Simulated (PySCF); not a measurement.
Gas-phase reaction: C2H4 → C2H2 (acetylene) + H2

Computed with PySCF and rigid-rotor harmonic-oscillator thermochemistry at 1 bar. The comparison is the NASA 1993 polynomial table, which mixes measured and estimated data. † marks an energy on the PBE0/def2-TZVP geometry and frequencies; other levels use their own. 6-31G* has spherical d functions here. All species are closed-shell singlets. B3LYP is the form with VWN-RPA correlation. The harmonic model lacks anharmonicity and excited electronic states, which grow with temperature; levels with a mode under 35 cm⁻¹ are left out.

```json
[
 {"level": "table", "ΔH°(298 K), kJ": "175.7", "minus table": "-", "ΔG°(2000 K), kJ": "-83.1"},
 {"level": "B3LYP/6-31G*", "ΔH°(298 K), kJ": "197.8", "minus table": "22.1", "ΔG°(2000 K), kJ": "-64.1"},
 {"level": "M06-2X/def2-TZVP†", "ΔH°(298 K), kJ": "177.3", "minus table": "1.6", "ΔG°(2000 K), kJ": "-79.9"},
 {"level": "PBE/def2-SVP", "ΔH°(298 K), kJ": "205.1", "minus table": "29.4", "ΔG°(2000 K), kJ": "-50.1"},
 {"level": "LDA/def2-TZVP†", "ΔH°(298 K), kJ": "220.8", "minus table": "45.1", "ΔG°(2000 K), kJ": "-36.4"},
 {"level": "ωB97M-V/def2-TZVP†", "ΔH°(298 K), kJ": "184.4", "minus table": "8.7", "ΔG°(2000 K), kJ": "-72.9"}
]
```
